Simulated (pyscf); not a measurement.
PySCF, gas phase, ωB97X-D3(BJ)/def2-SVP geometries. Correlated levels are frozen-core, on RHF or UHF. ΔMP2 is the change of the MP2 total energy from the triple- to the quadruple-zeta basis.

Estimate the classical barrier height and the reaction energy of `[BH2][OH]` + `[CH2]=[CH2]` → `[CH3][CH2][BH][OH]` at CCSD(T)/def2-TZVPP. The step runs on the singlet surface, breaks B–H and forms B–C, C–H; take the separated reactants as zero.

ΔE‡ = 13.7 kcal/mol, ΔE = -35.2 kcal/mol. CCSD(T)/def2-TZVPP + ΔMP2(QZVPP) gives 13.5 kcal/mol and -35.5 kcal/mol. Zero-point energy shifts the barrier by +2.1 kcal/mol. It is an addition across a multiple bond or ene-type step, with an imaginary mode of 499i cm⁻¹. At the saddle there is also a short B–C contact that neither side keeps. H₃C–CH₂–BH–OH lies 13.7 kcal/mol over its isomer H₃C–B(CH₃)–OH, and others may lie lower still (electronic energy, ωB97M-D3(BJ)). This is the saddle that the search found; another between the same sides may lie lower. The CCSD(T) − MP2 part came from Ansatz, without density fitting, on the same reference.
